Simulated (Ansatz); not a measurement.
# CH7FN+ (SMILES [NH4+].CF): Born-Oppenheimer dynamics

The task is to watch the atoms for 80 steps of 0.25 fs, started with velocities for 700 K and run at constant energy.

Program: Ansatz 0.2.0, Gaussian basis. Level of theory: BHLYP-D4/def2-SVP. These are calculated values, not measurements.

## 1. Starting geometry

The start, a pair relaxed at PBE0-D4: SMILES `[NH4+].CF`, 10 atoms, charge 1, spin multiplicity 1.

Atoms are counted from 1 here; the program's logs count them from 0.

Bond lengths: N1–H2 1.044 Å, N1–H3 1.021 Å, N1–H4 1.021 Å, N1–H5 1.021 Å, C6–F7 1.419 Å, C6–H8 1.087 Å, C6–H9 1.088 Å, C6–H10 1.088 Å. Angles: H2–N1–H3 110.2°, H2–N1–H4 110.0°, H2–N1–H5 109.0°, H3–N1–H4 109.3°, H3–N1–H5 109.2°, H4–N1–H5 109.1°, F7–C6–H8 106.7°, F7–C6–H9 107.7°, F7–C6–H10 107.6°, H8–C6–H9 111.4°, H8–C6–H10 111.4°, H9–C6–H10 111.7°.

Geometry (Å):

```xyz
10
charge 1, multiplicity 1
N     0.0363    0.0056   -1.9444
H     0.0145    0.0271   -0.9009
H    -0.5770   -0.7315   -2.2945
H     0.9888   -0.1646   -2.2699
H    -0.2840    0.9067   -2.3029
C    -0.0329   -0.0401    2.0261
F    -0.0733    0.4198    0.6838
H    -0.1227    0.8381    2.6608
H     0.9210   -0.5417    2.1750
H    -0.8709   -0.7194    2.1671
```

## 2. The run

Input file md/in.yaml:

```yaml
crystal:
  periodic: [false, false, false]
  atoms:
    - {symbol: N, position_ang: [0.036299, 0.005587, -1.944397]}
    - {symbol: H, position_ang: [0.014524, 0.027091, -0.900948]}
    - {symbol: H, position_ang: [-0.576966, -0.731535, -2.294539]}
    - {symbol: H, position_ang: [0.988822, -0.164636, -2.269917]}
    - {symbol: H, position_ang: [-0.283993, 0.906742, -2.302938]}
    - {symbol: C, position_ang: [-0.032904, -0.040083, 2.026086]}
    - {symbol: F, position_ang: [-0.073258, 0.419757, 0.683835]}
    - {symbol: H, position_ang: [-0.122668, 0.838054, 2.660827]}
    - {symbol: H, position_ang: [0.920989, -0.541664, 2.174975]}
    - {symbol: H, position_ang: [-0.870945, -0.719413, 2.167117]}
basis:
  gaussian: {orbitals: def2-SVP}
total_charge: 1
hamiltonian: {xc: {name: BHLYP}, dispersion: d4}
md: {n_steps: 80, timestep: 0.25, temperature: 700, ensemble: nve, seed: 108, initial_velocities: maxwell_boltzmann}
```

Started as:

```bash
ansatz run in.yaml --threads 4 --pin off --events-out ev --progress --plain --max-ram 9574MiB
```

Before running it: what results should come out? Wanted: temperature at the start; mean temperature, second half; lowest and highest potential energy, from the first frame; largest change of potential + kinetic.

The runs gave:

```
                                                 quantity              value
                                                   length  80 steps, 20.0 fs
                                 temperature at the start              700 K
                            mean temperature, second half              440 K
lowest and highest potential energy, from the first frame      0 and 430 meV
                    largest change of potential + kinetic            0.8 meV
```

In words: With no thermostat the total energy should stay fixed; it holds within 0.8 meV, small beside the kinetic energy, so the time step serves. With 10 atoms the instant temperature spans 285 to 700 K. The bonding pattern stays as it was.
